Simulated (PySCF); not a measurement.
**NO₂: calculation against measurement**

Isolated NO₂, optimised in PySCF with density fitting and no spin–orbit coupling; def2 sets carry scalar-relativistic core potentials from Rb on. It is a doublet of C2v symmetry: PBE0/def2-TZVP N–O 1.183 Å (×2), O–N–O 134.8°.

Task: The measured dipole moment is 0.316 D (NIST CCCBDB Release 22 (SRD 101), experimental dipoles). What do the calculations give?

Result: PBE0/def2-TZVP 0.34 D. The measured value is a vibrational average, and the basis lacks diffuse functions.

Task: The measured mean polarisability is 2.91 Å³ (NIST CCCBDB Release 22 (SRD 101), experimental polarizabilities). What do the calculations give?

Result: PBE0/def2-TZVP 2.32 Å³. Basis sets without diffuse functions underestimate polarisabilities.
